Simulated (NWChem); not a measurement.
System: SiH2 cation, doublet; SMILES of the neutral closed-shell parent [SiH2]

```xyz
3

Si     0.0000     0.0000     0.0936
H      1.2890     0.0000    -0.6549
H     -1.2890     0.0000    -0.6549
```
Atoms are numbered in this order, from 1.

Results from NWChem. Spin-unrestricted. In the optimisation the excess spin sits in a1 (C2v, its own frame). Structure relaxed at the PBE0-D3(BJ)/def2-TZVP, spin-unrestricted level. This spin state was assumed; another may lie lower. No stability test was run on the SCF state. B3LYP is NWChem's, with the RPA form of VWN correlation. Vertical excitations in the gas phase; the lowest state need not have the same character in each row. Excited states of an open shell can be spin-contaminated.

```json
[
 {"level": "PBE/def2-SVP, TDA", "lowest excitation (eV)": "1.98", "oscillator strength of that lowest state": "0.006", "lowest empty minus highest occupied level, either spin (eV)": "1.92"},
 {"level": "B3LYP/def2-SVP, TDA", "lowest excitation (eV)": "2.06", "oscillator strength of that lowest state": "0.007", "lowest empty minus highest occupied level, either spin (eV)": "3.39"},
 {"level": "CAM-B3LYP/def2-SVP, TDA", "lowest excitation (eV)": "2.01", "oscillator strength of that lowest state": "0.007", "lowest empty minus highest occupied level, either spin (eV)": "6.34"},
 {"level": "BHandHLYP/def2-SVP, TDA", "lowest excitation (eV)": "2.13", "oscillator strength of that lowest state": "0.008", "lowest empty minus highest occupied level, either spin (eV)": "5.99"}
]
```
